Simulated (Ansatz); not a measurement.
## HSiAs, triplet: reading a ladder of total energies

Geometry: a PBE0/def2-TZVP stationary point for this spin, not checked as a minimum. The singlet lies 0.8 eV lower here.

```yaml
atoms:
  - { symbol: Si, position_ang: [0.0000, -0.1044, 1.5718] }
  - { symbol: As, position_ang: [0.0000, 0.0229, -0.6206] }
  - { symbol: H, position_ang: [0.0000, 1.2046, 2.3294] }
```

Basis cc-pVDZ; Ansatz 0.2.0. Correlated methods freeze the noble-gas cores and the filled d shells of p-block atoms, which leaves 10 electrons in 31 orbitals. R marks a restricted (for open shells ROHF) determinant, U an unrestricted one. No spin–orbit coupling is included, and no scalar relativity.

Full CI isn't at hand for all of this; UCCSDTQ serves as the reference, and is uncertain by about the last step of the cluster series.

The cluster runs stand on a determinant 0.21 eV above the lowest UHF solution, chosen by trial CCSD; the correlation energy below is counted from it.

Runs differ by some tens of microhartree through their thresholds and, for an open shell, their frozen cores, so steps under 0.03 kcal/mol mean nothing.

| level | total energy (hartree) |
| --- | --- |
| UHF determinant under the cluster runs | -2523.612323 |
| UMP2 | -2523.771410 |
| UCCSD | -2523.803442 |
| UCCSD(T) | -2523.812938 |
| UCCSDT | -2523.815245 |
| UCCSDT(Q) | -2523.816202 |
| UCCSDTQ | -2523.816182 |

Task: What is the correlation energy at UCCSDTQ, and what share of it do UMP2 and UCCSD(T) recover?

Result: E(corr) = -2523.816182 − (-2523.612323) = -0.203859 hartree = -5.547 eV. UMP2: -0.159087 / -0.203859 = 78.04 %. UCCSD(T): -0.200615 / -0.203859 = 98.41 %.

Task: By how many kcal/mol does UCCSD(T) miss UCCSDTQ (1 hartree = 627.509 kcal/mol), and which steps make up the rest?

Result: -2523.812938 − (-2523.816182) = 0.003244 hartree = 2.04 kcal/mol. Steps: UCCSDT − UCCSD(T) = -1.45, UCCSDT(Q) − UCCSDT = -0.60, UCCSDTQ − UCCSDT(Q) = 0.01 kcal/mol. With more than one leading determinant such errors change with state and geometry, and needn't cancel in differences.
